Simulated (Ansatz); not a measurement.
**MgClF: basis-set convergence**

How large a basis does MgClF need? Two functionals are run in growing sets.

Computed with Ansatz 0.2.0, Gaussian basis. Level: one geometry, several basis sets.

Levels to be run: PBE0-D4/def2-SVP; ωB97M-V/def2-SVP; PBE0-D4/def2-QZVPP; ωB97M-V/def2-QZVPP; the functionals' def2-TZVPP values are taken from earlier runs.

## 1. Structure used throughout

All runs share one geometry, relaxed beforehand with PBE0-D4 in a triple-zeta def2 set.

SMILES `[F][Mg][Cl]`, 3 atoms, charge 0, spin multiplicity 1.

Atoms are counted from 1 here; the program's logs count them from 0.

Bond lengths: F1–Mg2 1.744 Å, Mg2–Cl3 2.169 Å. Angles: F1–Mg2–Cl3 180.0°.

## 2. PBE0-D4 in def2-SVP

File in.yaml:

```yaml
crystal:
  periodic: [false, false, false]
  atoms:
    - {symbol: F, position_ang: [-1.529429, 0.792178, -0.757000]}
    - {symbol: Mg, position_ang: [-0.118112, 0.039642, -0.060771]}
    - {symbol: Cl, position_ang: [1.636641, -0.896620, 0.804571]}
basis:
  gaussian: {orbitals: def2-SVP}
hamiltonian: {xc: pbe0, dispersion: d4}
output: {orbitals: {seedname: orbitals}}
```

Started as:

```console
ansatz run in.yaml --threads 4 --pin off --events-out ev --progress --plain --max-ram 10444MiB
```

After this run come: ωB97M-V in def2-SVP; PBE0-D4 in def2-QZVPP; ωB97M-V in def2-QZVPP.

**Question.** What will the summary of the whole plan be? Wanted: PBE0-D4: double and triple zeta above quadruple; ωB97M-V: double and triple zeta above quadruple.

The runs gave:

| quantity | value |
| --- | --- |
| PBE0-D4: double and triple zeta above quadruple | 10.44, 0.83 eV |
| ωB97M-V: double and triple zeta above quadruple | 10.35, 0.78 eV |

What this shows: For PBE0-D4 the step from double to triple zeta gains 9.61 eV and the next only 0.83 eV. These are total energies; as a rule much of such shifts cancels in differences, which this series doesn't test.
